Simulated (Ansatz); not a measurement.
System (SMILES): O (H2O).
Atoms: O1, H2, H3. Bonds: O1-H2, O1-H3.

Basis-set convergence of the lowest harmonic wavenumber at CCSD(T) with Ansatz (a program for electronic structure). Each level at its own minimum, finite differences of forces, unscaled; the reference is a large set that could be run, not a limit. All functions are spherical. Cores are frozen. No added dispersion term, no relativity. Reference: the value in def2-QZVPP, 1654 cm⁻¹, itself unsure by roughly 5 cm⁻¹ (its mean distance from cc-pVQZ, aug-cc-pVTZ, def2-TZVPPD). Deviations are taken from unrounded values.

```
basis        functions  lowest harmonic wavenumber (cm⁻¹)
-----------  ---------  ---------------------------------
cc-pVDZ             24                               1690
aug-cc-pVDZ         41                               1638
6-311G**            30                               1682
6-311+G**           34                               1647
cc-pVTZ             58                               1669
aug-cc-pVTZ         92                               1646
def2-TZVPP          59                               1664
def2-TZVPPD         74                               1654
```

What the diffuse functions change, pair by pair:
- cc-pVDZ to aug-cc-pVDZ: 17 more functions, deviation 36 to -16 cm⁻¹
- 6-311G** to 6-311+G**: 4 more functions, deviation 27 to -8 cm⁻¹
- cc-pVTZ to aug-cc-pVTZ: 34 more functions, deviation 14 to -9 cm⁻¹
- def2-TZVPP to def2-TZVPPD: 15 more functions, deviation 10 to -1 cm⁻¹

They bring the value nearer the reference by more than 5 cm⁻¹ in 4 of 4 pairs.
